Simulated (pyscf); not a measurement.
Structures and frequencies: ωB97X-D3(BJ)/def2-SVP in PySCF.

Cl–Si•(Cl)–Cl + ammonia (NH₃) → hydrogen chloride (HCl) + H₂N–Si•(Cl)–Cl
Surface: doublet. Broken: Cl–Si, H–N. Formed: Cl–H, N–Si. Give ΔE‡ and ΔE from ωB97M-D3(BJ)/def2-TZVP, relative to the separated reactants.

ΔE‡ = 11.0 kcal/mol, ΔE = +7.3 kcal/mol. Zero-point energy shifts the barrier by -1.3 kcal/mol. It is a four-centre exchange, with an imaginary mode of 854i cm⁻¹. On the reactant side the descent ends in an adduct with a N–Si contact (not fully relaxed), 10.1 kcal/mol under the separated species and 22.0 kcal/mol under the saddle at ωB97X-D3(BJ)/def2-TZVP. What is counted as formed (N–Si) is already present as a longer contact in the reactant adduct; forming that adduct is a step of its own. One saddle was located; it need not be the lowest between these sides.
